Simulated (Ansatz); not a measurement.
`CBC` + H–F → `CBF` + CH₄ at 700 K and 1 bar (ligand exchange at a B–C bond).

Isolated molecules relaxed with PBE0-D4/def2-TZVP in Ansatz; ΔE leaves out vibrations. CCSD(T)/CBS adds triple-zeta CCSD(T) − MP2 to the extrapolated MP2 energy (def2 sets, frozen cores). This one scheme is used for every species.

```
species  CCSD(T)/CBS energy (Eh)  H − E (kJ/mol)  S (J/(mol·K))
  `CBC`               -105.11307           282.8          377.9
    H–F               -100.39570            45.2          198.5
  `CBF`               -165.10297           181.4          343.0
    CH₄                -40.46206           145.9          224.0
```

H − E and S are ideal-gas, rigid-rotor, harmonic terms from PBE0-D4/def2-TZVP, for one conformer and one mirror image of each species. 1 Eh = 2625.50 kJ/mol, R = 8.31446 J/(mol·K).

Problem. By hand: ΔE, ΔH, ΔS and ΔG.

Solution. ΔE = (-165.10297) + (-40.46206) − (-105.11307) − (-100.39570) = -0.05626 Eh = -147.7 kJ/mol. Δ(H − E) = 181.4 + 145.9 − 282.8 − 45.2 = -0.7, so ΔH = -148.4 kJ/mol. ΔS = 343.0 + 224.0 − 377.9 − 198.5 = -9.4 J/(mol·K). ΔG = -148.4 − 700 × (-9.4)/1000 = -141.8 kJ/mol.

Problem. By hand: the equilibrium constant, and the temperature at which ΔG would vanish if ΔH and ΔS stayed fixed.

Solution. log₁₀ K = −ΔG/(RT ln 10) = 10.6. ΔG = 0 at ΔH/ΔS = 15787 K, far beyond where these terms or the molecules hold.

The number of gas molecules stays the same, so ΔS is small and ΔH decides. A doubt of 5 kJ/mol in ΔE shifts log₁₀ K by 0.4 here. Other conformers and mirror images would add mixing entropy, several J/(mol·K) or more a flexible species. These are equilibria of isolated gas molecules and say nothing of rates. Largest T1 diagnostic: 0.012 (customary marks: 0.02 for closed shells, 0.045 for open ones).
